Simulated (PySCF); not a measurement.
Molecule: `C=P(C)(C)C`, C4H11P.

Mapped SMILES: `[CH2:1]=[P:2]([CH3:3])([CH3:4])[CH3:5]`. Each H is labelled by its parent atom.

Geometry PBE0-D3(BJ)/def2-SVP throughout; GIAO in PySCF 2.14.0 with density-fitted response routines, gas phase, one conformer, non-relativistic; equivalent atoms averaged; functional PBE0.

**Question.** How do the absolute shieldings σ depend on the basis set? (ppm; last column core-seconds on 1 thread of an Arm Neoverse V1, shared host)

**Answer.** 
```csv
basis set,functions,C3/C4/C5,C1,P2,H(C3)/H(C4)/H(C5),H(C1),core-s
pcSseg-0,71,171.5,200.1,405.0,31.66,33.72,5.4
cc-pVDZ,129,177.0,204.4,411.8,30.15,32.03,11
aug-cc-pVDZ,218,173.7,201.9,414.6,30.15,31.76,25
IGLO-III,294,162.6,191.0,331.5,30.15,31.69,36
cc-pVTZ,308,166.8,195.8,360.7,30.08,31.82,40
```

**Question.** Which nucleus moves most, in ppm?

**Answer.** P2 (phosphorus bonded to 4 C): from 331.5 ppm with IGLO-III to 414.6 ppm with aug-cc-pVDZ. The smallest spread is 1.58 ppm, at H(C3)/H(C4)/H(C5). Proton shifts span only some 12 ppm, so a few tenths of a ppm matter as much there as several ppm in carbon.

**Question.** Taking the largest basis, cc-pVTZ (308 functions), as the yardstick, rank the others by their worst heavy-atom deviation.

**Answer.** IGLO-III 29.3 ppm (294 functions), pcSseg-0 44.3 ppm (71 functions), cc-pVDZ 51.1 ppm (129 functions), aug-cc-pVDZ 53.9 ppm (218 functions).

A small basis that lands close on one nucleus may do so by chance; judge by the trend and by all nuclei.
